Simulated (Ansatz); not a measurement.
C4H4F2, SMILES `FC1=CC(F)C1` at its PBE0-D4/def2-TZVP geometry, where that method's forces vanish. The species carries charge 0 and has multiplicity 1.

```json
{"atom": "F1", "x (Å)": "1.838", "y (Å)": "0.393", "z (Å)": "-1.492"}
{"atom": "C2", "x (Å)": "0.768", "y (Å)": "0.235", "z (Å)": "-0.741"}
{"atom": "C3", "x (Å)": "-0.409", "y (Å)": "0.851", "z (Å)": "-0.693"}
{"atom": "C4", "x (Å)": "-0.784", "y (Å)": "0.055", "z (Å)": "0.525"}
{"atom": "F5", "x (Å)": "-1.887", "y (Å)": "-0.761", "z (Å)": "0.387"}
{"atom": "C6", "x (Å)": "0.574", "y (Å)": "-0.695", "z (Å)": "0.409"}
{"atom": "H7", "x (Å)": "-0.899", "y (Å)": "1.637", "z (Å)": "-1.247"}
{"atom": "H8", "x (Å)": "-0.913", "y (Å)": "0.623", "z (Å)": "1.450"}
{"atom": "H9", "x (Å)": "1.262", "y (Å)": "-0.591", "z (Å)": "1.251"}
{"atom": "H10", "x (Å)": "0.449", "y (Å)": "-1.748", "z (Å)": "0.152"}
```

(1) For each bond, give half the difference of the two atoms' forces along it (eV/Å; positive pushes the atoms apart) under PBE-D4, r2SCAN-D4, B3LYP-D4, ωB97M-V in def2-TZVPP. (Best estimate.)

Results:

(1) Ansatz gave: 
```csv
bond,length (Å),PBE-D4,r2SCAN-D4,B3LYP-D4,ωB97M-V
F1–C2,1.317,0.44,0.28,0.31,0.28
C2–C3,1.329,0.36,0.12,-0.05,-0.19
C2–C6,1.492,-0.07,-0.01,0.10,0.15
C3–C4,1.502,0.01,0.05,0.14,0.15
C3–H7,1.080,-0.14,-0.17,-0.15,-0.10
C4–F5,1.379,0.52,0.33,0.33,0.21
C4–C6,1.555,0.08,0.13,0.19,0.13
C4–H8,1.093,0.04,-0.11,-0.24,-0.22
C6–H9,1.092,0.03,-0.08,-0.12,-0.14
C6–H10,1.091,0.07,-0.07,-0.12,-0.15
```

B3LYP here is the variant with VWN-RPA as its local correlation; programs differ in this.
